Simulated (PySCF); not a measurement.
## Reproducing measurements on C4H8

**Measured values to compare with.**

NIST CCCBDB Release 22 (SRD 101), experimental dipoles lists, for the gas: dipole moment 0.503 ± 0.009 D.

NIST CCCBDB Release 22 (SRD 101), experimental polarizabilities lists, for the gas: mean polarisability 7.88 Å³.

From Chong, Molecules 2021, 26, 1947 (electron spectra of vapor-phase indole and four azaindoles), for the gas: C 1s binding energy of C1 289.83 eV; C 1s binding energy of C2 290.65 eV; C 1s binding energy of C3/C4 290.69 eV.

The results are set against them at the end.

C₄H₈.
SMILES with atom numbers: `[CH2:1]=[C:2]([CH3:3])[CH3:4]` (hydrogens: H5, H6 on C1; H7, H8, H9 on C3; H10, H11, H12 on C4)

Structure used (GFN2-xTB), in Å, numbered top down from 1:
```xyz
12
C4H8 angstrom
C      1.3567   -0.5940    0.4212
C      0.1919   -0.0839    0.0582
C     -1.1156   -0.7069    0.4443
C      0.0814    1.1594   -0.7713
H      2.2910   -0.1392    0.1382
H      1.4255   -1.4878    1.0178
H     -1.7164    0.0015    1.0143
H     -0.9628   -1.5991    1.0457
H     -1.6806   -0.9776   -0.4475
H      1.0625    1.5587   -1.0139
H     -0.4496    0.9468   -1.6988
H     -0.4829    1.9213   -0.2343
```

The PySCF runs (gas phase, on this GFN2-xTB geometry; non-relativistic but for the core-level run):

```csv
level,job,basis functions,wall time
wB97X-D/def2-SVPD,"8 singlets by full TDDFT, 3 Tamm–Dancoff triplets, polarisability",144,13 s
"delta-SCF UKS SCAN, pcX-2 on the ionised atom, pcseg-1 elsewhere, spin-free X2C","ΔSCF core ionisation, 3 holes",127,18 s
```

Hardware: one thread of an Arm Neoverse V1, shared host.

## Comparison

**Dipole moment.** Measured: 0.503 D (NIST CCCBDB Release 22 (SRD 101), experimental dipoles).

```
            level  computed (D)  computed − measured (D)  % (from the printed values)
wB97X-D/def2-SVPD         0.558                   +0.055                          +11
```

The computed dipoles belong to one fixed geometry; measured ones are averaged over vibrations unless marked μe. Magnitudes are compared, not signs.

**Mean polarisability.** Measured: 7.88 Å³ (NIST CCCBDB Release 22 (SRD 101), experimental polarizabilities).

```tsv
level	computed (Å³)	computed − measured (Å³)	% (from the printed values)
wB97X-D/def2-SVPD	7.52	-0.36	-5
```

The computed values are static and purely electronic, with core orbitals frozen in the response (1 au = 0.148185 Å³). The table of measured values doesn't say here whether a value is static or optical, or holds a vibrational part.

**Core binding energies.** PySCF 2.14.0, delta-SCF UKS SCAN, pcX-2 on the ionised atom, pcseg-1 elsewhere, spin-free X2C.

| level and atom | computed (eV) | measured (eV) | computed − measured (eV) |
| --- | --- | --- | --- |
| C 1s, C1 | 289.63 | 289.83 | -0.20 |
| C 1s, C2 | 290.50 | 290.65 | -0.15 |
| C 1s, C3/C4 | 290.63 | 290.69 | -0.06 |

Sources, in the order of the opening: Chong, Molecules 2021, 26, 1947 (electron spectra of vapor-phase indole and four azaindoles). Against the first value of each row the mean signed difference is -0.14 eV and the largest in size -0.20 eV. The computed values are vertical, without vibrational structure; measured positions hang on the energy calibration. Atoms equivalent by their bonding share one computed value, that of the first of them.

The geometry is computed, not the measured one. Where a level misses, the cause wasn't examined.
